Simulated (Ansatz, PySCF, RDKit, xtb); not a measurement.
# Which structure has the formula CH7NSi+?

Only the formula CH7NSi+ is given (charge +1, odd number of electrons). Aim: find the structure of lowest free energy at 298.15 K, then its properties.

The funnel: GFN2-xTB relaxations, single points with a density functional, relaxations at PBE0-D3(BJ)/def2-SVP, harmonic vibrations, and a last energy at a higher level. All values are calculated.

5 further runs of the same task are left out: 5 set aside as unsound or not needed.

### 1 Candidates

A program enumerates the bonding patterns with one Lewis structure each (two rings at most, one unusual centre or charged pair), with their diastereomers. O–O, O–halogen and N–halogen bonds and N–N–N chains are not drawn. That gives 6 candidates.

| label | SMILES | spin |
| --- | --- | --- |
| c039 | [NH3+][CH][SiH3] | doublet |
| c063 | [CH2][NH2+][SiH3] | doublet |
| c270 | [CH2][SiH2][NH3+] | doublet |
| c642 | C[NH2+][SiH2] | doublet |
| c770 | [NH3+]C[SiH2] | doublet |
| c778 | C[SiH][NH3+] | doublet |

Candidates are built by distance geometry, with a force field where one applies, in up to four conformers (letters a to d). 2 starts with atoms placed at random are added, to find patterns that the rules miss.

**Question.** With final energies at CCSD(T)/def2-SVP + MP2/def2-TZVPP - MP2/def2-SVP, which structure will this search put lowest in free energy, and by what margin?

| quantity | value |
| --- | --- |
| lowest structure found | C[SiH][NH3+], doublet, C1 |
| next finalist | [CH2][SiH2][NH3+], doublet, 6.9 kcal/mol higher in G |
| share at equilibrium, among the finalists | 100.0 % |
| harmonic wavenumbers, lowest and highest (PBE0-D3(BJ)/def2-SVP) | 129 and 3537 cm⁻¹ |
| rotational constants, same geometry | 0.5651, 0.1986, 0.1592 cm⁻¹ |
| HOMO energy (highest over α and β) (PBE0/def2-TZVPD) | -11.59 eV |
| LUMO energy (lowest over α and β) (PBE0/def2-TZVPD) | -7.56 eV |
| lowest excitation (TD-CAM-B3LYP/def2-SVPD) | 4.73 eV (f = 0.035) |
| strongest of the states computed, same level | 6.12 eV (f = 0.045) |
| vertical ionisation energy (to the singlet ion of charge +2) | 13.97 eV |
| vertical recombination energy (electron added) | 5.68 eV |
| vertical quartet less doublet | +7.43 eV |

`C[SiH][NH3+]` comes out lowest. The margin of 6.9 kcal/mol over the next finalist is beyond the usual error of the last level; it says nothing of structures that weren't ranked. HF/STO-3G, r2SCAN-D4/def2-SVP, PBE0-D3(BJ)/def2-SVP, HF/def2-SVP and MP2/def2-SVP already put its bonding pattern lowest among the structures in one piece; GFN2-xTB favours the doublet C[NH2+][SiH2]. The stability test raises a flag; for an open shell a flag towards a general spinor solution can be the free rotation of the spin. The search is not exhaustive (a finite list of starts, one conformer a finalist), so a lower isomer can't be ruled out. Patterns outside the rules of the enumeration were met only by chance.
